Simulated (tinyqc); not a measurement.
MP2 on RHF in the sto-3g basis, for OH-, spin multiplicity 1, step by step. The basis has no diffuse functions, so it cannot describe the extra electron: this is an exercise in the method, not the real anion. Computed by tinyqc, a small Python program that keeps every step (integrals from PySCF). Settings: charge = -1, multiplicity = 1, basis = sto-3g, method = RHF, energy threshold = 1e-10, iteration cap = 56, orthogonalisation = canonical, start = core, DIIS depth = 6. Command: `OMP_NUM_THREADS=1 python tinyqc.py 28893 28894 out.jsonl` (the two numbers bound the seeds that draw the settings). One thread of a shared host (Intel(R) Xeon(R) Processor @ 2.60GHz), about 0.09 s of CPU time with the checks. The early iterations of the SCF are left out here.

## One-electron integrals

Geometry (angstrom):
```
atom       x       y       z
O     0.0000  0.0000  0.0000
H     0.0000  0.0000  0.8270
```

Basis sto-3g: exponents (1/bohr^2) and contraction coefficients of normalised primitives:
```
element  l (shell)  exponent  coefficient
O            s (1)  130.7093       0.1543
O            s (1)   23.8089       0.5353
O            s (1)    6.4436       0.4446
O            s (2)    5.0332      -0.1000
O            s (2)    1.1696       0.3995
O            s (2)    0.3804       0.7001
O            p (3)    5.0332       0.1559
O            p (3)    1.1696       0.6077
O            p (3)    0.3804       0.3920
H            s (1)    3.4253       0.1543
H            s (1)    0.6239       0.5353
H            s (1)    0.1689       0.4446
```

Overlap, kinetic and nuclear-attraction integrals over the contracted functions; the nuclear repulsion is the sum of Za Zb / Rab.

nuclear repulsion = 5.119006 hartree

overlap S, order 1O 1s, 1O 2s, 1O 2px, 1O 2py, 1O 2pz, 2H 1s:
```
[[1.0000, 0.2367, 0.0000, 0.0000, 0.0000, 0.0732],
 [0.2367, 1.0000, 0.0000, 0.0000, 0.0000, 0.5636],
 [0.0000, 0.0000, 1.0000, 0.0000, 0.0000, 0.0000],
 [0.0000, 0.0000, 0.0000, 1.0000, 0.0000, 0.0000],
 [0.0000, 0.0000, 0.0000, 0.0000, 1.0000, 0.4337],
 [0.0732, 0.5636, 0.0000, 0.0000, 0.4337, 1.0000]]
```

kinetic energy T (hartree), order 1O 1s, 1O 2s, 1O 2px, 1O 2py, 1O 2pz, 2H 1s:
```
[[29.0032, -0.1680, 0.0000, 0.0000, 0.0000, 0.0102],
 [-0.1680, 0.8081, 0.0000, 0.0000, 0.0000, 0.2009],
 [0.0000, 0.0000, 2.5287, 0.0000, 0.0000, 0.0000],
 [0.0000, 0.0000, 0.0000, 2.5287, 0.0000, 0.0000],
 [0.0000, 0.0000, 0.0000, 0.0000, 2.5287, 0.3932],
 [0.0102, 0.2009, 0.0000, 0.0000, 0.3932, 0.7600]]
```

nuclear attraction V (hartree), order 1O 1s, 1O 2s, 1O 2px, 1O 2py, 1O 2pz, 2H 1s:
```
[[-61.2583, -7.3345, 0.0000, 0.0000, -0.0208, -2.3485],
 [-7.3345, -9.6731, 0.0000, 0.0000, -0.2288, -4.5574],
 [0.0000, 0.0000, -9.5443, 0.0000, 0.0000, 0.0000],
 [0.0000, 0.0000, 0.0000, -9.5443, 0.0000, 0.0000],
 [-0.0208, -0.2288, 0.0000, 0.0000, -9.7131, -3.2329],
 [-2.3485, -4.5574, 0.0000, 0.0000, -3.2329, -6.0357]]
```

core Hamiltonian H = T + V (hartree), order 1O 1s, 1O 2s, 1O 2px, 1O 2py, 1O 2pz, 2H 1s:
```
[[-32.2551, -7.5026, 0.0000, 0.0000, -0.0208, -2.3382],
 [-7.5026, -8.8650, 0.0000, 0.0000, -0.2288, -4.3565],
 [0.0000, 0.0000, -7.0156, 0.0000, 0.0000, 0.0000],
 [0.0000, 0.0000, 0.0000, -7.0156, 0.0000, 0.0000],
 [-0.0208, -0.2288, 0.0000, 0.0000, -7.1844, -2.8397],
 [-2.3382, -4.3565, 0.0000, 0.0000, -2.8397, -5.2757]]
```

## Two-electron integrals

Functions are numbered as in S; the eight-fold symmetry (ij|kl) = (ji|kl) = (kl|ij) leaves the list below.

Two-electron integrals (ij|kl) in chemists' order, unique and non-zero (hartree):
```
(11|11) 4.7851   (21|11) 0.7414   (21|21) 0.1369   (22|11) 1.1189
(22|21) 0.2566   (22|22) 0.8172   (31|31) 0.0245   (32|31) 0.0378
(32|32) 0.1805   (33|11) 1.1158   (33|21) 0.2567   (33|22) 0.8170
(33|33) 0.8802   (41|41) 0.0245   (42|41) 0.0378   (42|42) 0.1805
(43|43) 0.0474   (44|11) 1.1158   (44|21) 0.2567   (44|22) 0.8170
(44|33) 0.7853   (44|44) 0.8802   (51|51) 0.0245   (52|51) 0.0378
(52|52) 0.1805   (53|53) 0.0474   (54|54) 0.0474   (55|11) 1.1158
(55|21) 0.2567   (55|22) 0.8170   (55|33) 0.7853   (55|44) 0.7853
(55|55) 0.8802   (61|11) 0.2339   (61|21) 0.0428   (61|22) 0.0794
(61|33) 0.0793   (61|44) 0.0793   (61|51) 0.0019   (61|52) 0.0035
(61|55) 0.0797   (61|61) 0.0135   (62|11) 0.5017   (62|21) 0.1162
(62|22) 0.4019   (62|33) 0.3957   (62|44) 0.3957   (62|51) 0.0085
(62|52) 0.0616   (62|55) 0.4139   (62|61) 0.0368   (62|62) 0.2332
(63|31) 0.0130   (63|32) 0.0724   (63|53) 0.0132   (63|63) 0.0356
(64|41) 0.0130   (64|42) 0.0724   (64|54) 0.0132   (64|64) 0.0356
(65|11) 0.3310   (65|21) 0.0778   (65|22) 0.2875   (65|33) 0.2741
(65|44) 0.2741   (65|51) 0.0181   (65|52) 0.1151   (65|55) 0.3139
(65|61) 0.0259   (65|62) 0.2027   (65|65) 0.2103   (66|11) 0.5997
(66|21) 0.1411   (66|22) 0.5521   (66|33) 0.5299   (66|44) 0.5299
(66|51) 0.0149   (66|52) 0.1416   (66|55) 0.5959   (66|61) 0.0452
(66|62) 0.3814   (66|65) 0.3798   (66|66) 0.7746
```

## Orthogonalisation

S = U s U^T; canonical form X = U s^(-1/2), so that X^T S X = 1. Each column of U has its largest component positive (the first on a tie).

eigenvalues of S: [0.2790, 0.8414, 1.0000, 1.0000, 1.1216, 1.7580]

X, order 1O 1s, 1O 2s, 1O 2px, 1O 2py, 1O 2pz, 2H 1s:
```
[[0.2274, 0.7921, 0.0000, 0.0000, -0.5952, 0.1854],
 [-1.0970, -0.4687, 0.0000, 0.0000, -0.3590, 0.4364],
 [0.0000, 0.0000, 0.9990, -0.0448, 0.0000, 0.0000],
 [0.0000, 0.0000, 0.0448, 0.9990, 0.0000, 0.0000],
 [-0.7867, 0.5488, 0.0000, 0.0000, 0.6154, 0.2913],
 [1.3077, -0.2007, 0.0000, 0.0000, 0.1725, 0.5091]]
```

Within a degenerate level the vectors are fixed only up to a rotation; this is one choice.

## Iteration 7 (converged): orbitals

converged F (hartree), order 1O 1s, 1O 2s, 1O 2px, 1O 2py, 1O 2pz, 2H 1s:
```
[[-19.3243, -4.9631, 0.0000, 0.0000, -0.0306, -1.5559],
 [-4.9631, -1.7842, 0.0000, 0.0000, -0.1242, -0.9153],
 [0.0000, 0.0000, 0.2679, 0.0000, 0.0000, 0.0000],
 [0.0000, 0.0000, 0.0000, 0.2679, 0.0000, 0.0000],
 [-0.0306, -0.1242, 0.0000, 0.0000, 0.3201, -0.3426],
 [-1.5559, -0.9153, 0.0000, 0.0000, -0.3426, -0.3185]]
```

Diagonalise F' = X^T F X, C = X C', fill 5 alpha and 5 beta electrons from the bottom; D = 2 C_occ C_occ^T. Each column has its largest component positive (the first on a tie).

F' = X^T F X (hartree):
```
[[1.1857, -1.0475, 0.0000, 0.0000, 0.4040, -0.2060],
 [-1.0475, -8.3113, 0.0000, 0.0000, 8.6302, -4.0433],
 [0.0000, 0.0000, 0.2679, 0.0000, 0.0000, 0.0000],
 [0.0000, 0.0000, 0.0000, 0.2679, 0.0000, 0.0000],
 [0.4040, 8.6302, 0.0000, 0.0000, -8.6469, 4.4382],
 [-0.2060, -4.0433, 0.0000, 0.0000, 4.4382, -2.7000]]
```

orbital energies (hartree): [-19.3338, -0.6325, 0.0794, 0.2679, 0.2679, 1.4143]

coefficients C, order 1O 1s, 1O 2s, 1O 2px, 1O 2py, 1O 2pz, 2H 1s:
```
[[0.9940, -0.2272, -0.1270, 0.0000, 0.0000, 0.1091],
 [0.0272, 0.7803, 0.6839, 0.0000, 0.0000, -0.8155],
 [0.0000, 0.0000, 0.0000, 0.9925, -0.1223, 0.0000],
 [0.0000, 0.0000, 0.0000, 0.1223, 0.9925, 0.0000],
 [0.0055, 0.1175, -0.5907, 0.0000, 0.0000, -1.0104],
 [-0.0093, 0.3223, -0.5920, 0.0000, 0.0000, 1.2589]]
```

D after iteration 7, order 1O 1s, 1O 2s, 1O 2px, 1O 2py, 1O 2pz, 2H 1s:
```
[[2.1115, -0.4741, 0.0000, 0.0000, 0.1076, -0.0145],
 [-0.4741, 2.1548, 0.0000, 0.0000, -0.6242, -0.3072],
 [0.0000, 0.0000, 2.0000, 0.0000, 0.0000, 0.0000],
 [0.0000, 0.0000, 0.0000, 2.0000, 0.0000, 0.0000],
 [0.1076, -0.6242, 0.0000, 0.0000, 0.7254, 0.7750],
 [-0.0145, -0.3072, 0.0000, 0.0000, 0.7750, 0.9089]]
```

Within a degenerate level the vectors are fixed only up to a rotation; this is one choice.

## Convergence

Stop when the energy changes by less than 1e-10 hartree and every element of the error matrix X^T (F D S - S D F) X is below 3e-06.

Course of the cycle:
```
iteration  E (hartree)     change  largest element of the error matrix
1           -72.900027          -                             1.10e+00
2           -73.989191  -1.09e+00                             1.83e-01
3           -74.001568  -1.24e-02                             7.02e-03
4           -74.001584  -1.58e-05                             1.24e-03
5           -74.001584  -7.52e-07                             5.14e-05
6           -74.001584  -1.96e-09                             1.21e-07
7           -74.001584  -2.84e-14                             2.96e-11
```

PySCF RHF in the same basis = -74.001584 hartree

Converged in 7 iterations.

## Integrals over molecular orbitals

(pq|rs) = sum C_ip C_jq C_kr C_ls (ij|kl), one index at a time.

one-electron integrals over orbitals h = C^T H C (hartree):
```
[[-32.2364, 0.5664, 0.3071, 0.0000, 0.0000, -0.2636],
 [0.5664, -7.1553, -0.5906, 0.0000, 0.0000, 1.2782],
 [0.3071, -0.5906, -6.3468, 0.0000, 0.0000, -1.1712],
 [0.0000, 0.0000, 0.0000, -7.0156, 0.0000, 0.0000],
 [0.0000, 0.0000, 0.0000, 0.0000, -7.0156, 0.0000],
 [-0.2636, 1.2782, -1.1712, 0.0000, 0.0000, -5.4856]]
```

Two-electron integrals over orbitals (pq|rs), unique and non-zero (hartree):
```
(11|11) 4.7434      (21|11) -0.4080     (21|21) 0.0556      (22|11) 0.9858
(22|21) -0.0117     (22|22) 0.7418      (31|11) -0.2287     (31|21) 0.0285
(31|22) -0.0173     (31|31) 0.0280      (32|11) 0.1688      (32|21) -0.0103
(32|22) -0.0192     (32|31) 0.0117      (32|32) 0.1439      (33|11) 0.9311
(33|21) -0.0122     (33|22) 0.6657      (33|31) 0.0054      (33|32) 0.0646
(33|33) 0.7308      (41|41) 0.0261      (42|41) 0.0316      (42|42) 0.1377
(43|41) 0.0167      (43|42) 0.0576      (43|43) 0.0598      (44|11) 1.1153
(44|21) -0.0118     (44|22) 0.7382      (44|31) -0.0065     (44|32) 0.0878
(44|33) 0.6984      (44|44) 0.8802      (51|51) 0.0261      (52|51) 0.0316
(52|52) 0.1377      (53|51) 0.0167      (53|52) 0.0576      (53|53) 0.0598
(54|54) 0.0474      (55|11) 1.1153      (55|21) -0.0118     (55|22) 0.7382
(55|31) -0.0065     (55|32) 0.0878      (55|33) 0.6984      (55|44) 0.7853
(55|55) 0.8802      (61|11) 0.1993      (61|21) -0.0307     (61|22) -0.0057
(61|31) -2.59e-04   (61|32) 0.0236      (61|33) 0.0195      (61|44) 0.0051
(61|55) 0.0051      (61|61) 0.0349      (62|11) -0.2756     (62|21) 0.0048
(62|22) -0.1205     (62|31) 0.0180      (62|32) -0.0039     (62|33) -0.0356
(62|44) -0.1402     (62|55) -0.1402     (62|61) 0.0143      (62|62) 0.1127
(63|11) 0.2340      (63|21) -0.0044     (63|22) 0.0545      (63|31) 0.0050
(63|32) 0.1048      (63|33) 0.1004      (63|44) 0.1224      (63|55) 0.1224
(63|61) 0.0106      (63|62) -0.0524     (63|63) 0.1299      (64|41) -0.0131
(64|42) -0.0499     (64|43) -1.55e-05   (64|64) 0.0398      (65|51) -0.0131
(65|52) -0.0499     (65|53) -1.55e-05   (65|65) 0.0398      (66|11) 0.9505
(66|21) -0.0096     (66|22) 0.7015      (66|31) -0.0198     (66|32) -0.0545
(66|33) 0.6477      (66|44) 0.6644      (66|55) 0.6644      (66|61) -0.0113
(66|62) -0.0870     (66|63) 0.0173      (66|66) 0.7300
```

## Second-order Moller-Plesset energy

Hartree-Fock energy = -74.001584 hartree

E2 = sum_ijab (ia|jb) [2 (ia|jb) - (ib|ja)] / (e_i + e_j - e_a - e_b) over occupied i, j and virtual a, b; the opposite-spin part is (ia|jb)^2 / denominator, the rest is same-spin, and SCS-MP2 scales them by 6/5 and 1/3.

Terms:
```
i  j  a  b  (ia|jb)  (ib|ja)  denominator       term
3  3  6  6   0.1299   0.1299      -2.6698    -0.0063
2  2  6  6   0.1127   0.1127      -4.0935    -0.0031
2  3  6  6  -0.0524  -0.0524      -3.3816    -0.0008
3  2  6  6  -0.0524  -0.0524      -3.3816    -0.0008
5  5  6  6   0.0398   0.0398      -2.2927    -0.0007
4  4  6  6   0.0398   0.0398      -2.2927    -0.0007
1  1  6  6   0.0349   0.0349     -41.4961  -2.94e-05
1  2  6  6   0.0143   0.0143     -22.7948  -8.92e-06
2  1  6  6   0.0143   0.0143     -22.7948  -8.92e-06
1  3  6  6   0.0106   0.0106     -22.0829  -5.10e-06
3  1  6  6   0.0106   0.0106     -22.0829  -5.10e-06
```

Pair energies (hartree; pair i-j sums ij and ji):
```
pair  opposite spin  same spin
1-1       -2.94e-05     0.0000
2-1       -1.78e-05     0.0000
2-2         -0.0031     0.0000
3-1       -1.02e-05     0.0000
3-2         -0.0016     0.0000
3-3         -0.0063     0.0000
4-4         -0.0007     0.0000
5-5         -0.0007     0.0000
```

MP2 correlation energy = -0.012487 hartree

SCS-MP2 correlation energy = -0.014984 hartree

MP2 total energy = -74.014071 hartree
